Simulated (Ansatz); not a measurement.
Basis-set extrapolation for C3H5NO2 (`CC1N=C(O)O1`) (PBE0-D4/def2-TZVP geometry, frozen core, Ansatz 0.2.0). Multiplicity 1, RHF reference.

```json
{"": "HF", "def2-TZVPP": "-320.786359", "def2-QZVPP": "-320.800820"}
{"": "MP2 correlation", "def2-TZVPP": "-1.154373", "def2-QZVPP": "-1.237308"}
{"": "CCSD(T) correlation", "def2-TZVPP": "-1.224948", "def2-QZVPP": "not run"}
```

Energies in hartree. Use E(X) = E(∞) + A·exp(−7.88·√X) for Hartree–Fock and E(X) = E(∞) + B·X^(−2.97) for correlation, with X = 3 and 4, and add CCSD(T) minus MP2 of the smaller set to the MP2 limit.

Question: What is the CCSD(T) energy at the basis-set limit?

Answer: HF limit: -320.800820 + (-0.014461) × 0.13774 = -320.80281. MP2 limit: -1.237308 + (-0.082935) × 0.74074 = -1.29874. Higher-order term: -1.224948 − (-1.154373) = -0.07057. Total: -322.17212 hartree, 100.9 kcal/mol below CCSD(T)/def2-TZVPP.
